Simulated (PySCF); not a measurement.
**Ionisation energy of P by level of theory**

P [Ne] 3s2 3p3 (4S) → P+ [Ne] 3s2 3p2 (3P), as a difference of total energies. Calculation: PySCF 2.14, in def2-QZVPPD (10s6p5d2f1g, 76 functions); the non-relativistic Hamiltonian (point nucleus). Correlated levels: valence: [Ne] frozen. The calculations carry no spin-orbit coupling.

Order these methods by the ionisation energy they give, lowest first.
A. CCSD (valence)
B. SCS-MP2 (valence)
C. MP2 (valence)
D. CCSD(T) (valence)

B (10.339 eV), A (10.444 eV), D (10.497 eV), C (10.520 eV).

Errors of the correlated levels include the incompleteness of this basis and the frozen core.

For comparison: 10.526 eV (measured; NIST levels, between the centres of gravity of the two terms).
